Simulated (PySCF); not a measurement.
# Argon: a sound run and one with changed settings

Sound run: Ar [Ar], Ar⁺ [Ne] 3s2 3p5. Calculation: PySCF 2.14, in def2-TZVP (5s5p2d1f, 37 functions); the non-relativistic Hamiltonian (point nucleus). In the sound run the correlated levels freeze [Ne]. The sound run starts from symmetry-adapted Hartree-Fock orbitals and uses a fine grid where one is needed.

Changed run: basis STO-3G. This setting is unsound on purpose.

```csv
species,method,sound run (hartree),changed run (hartree),converged
Ar,UHF,-526.80276,-521.22288,yes
Ar,r2SCAN,-527.50081,-521.84845,yes
Ar,LDA,-525.92340,-520.19101,yes
Ar,MP2,-527.00599,-521.22288,yes
Ar⁺,UHF,-526.26721,-520.72694,yes
Ar⁺,r2SCAN,-526.92096,-521.30654,yes
Ar⁺,LDA,-525.33597,-519.65111,yes
Ar⁺,MP2,-526.42970,-520.72694,yes
```

Ionisation energy of Ar:

```json
{"method": "UHF", "sound run (eV)": "14.573", "changed run (eV)": "13.495"}
{"method": "r2SCAN", "sound run (eV)": "15.779", "changed run (eV)": "14.746"}
{"method": "LDA", "sound run (eV)": "15.985", "changed run (eV)": "14.692"}
{"method": "MP2", "sound run (eV)": "15.682", "changed run (eV)": "13.495"}
{"method": "SCS-MP2", "sound run (eV)": "15.578", "changed run (eV)": "13.495"}
```

A minimal basis cannot let orbitals breathe on ionisation and holds almost no correlation.

For comparison, NIST gives 15.760 eV between the lowest levels.
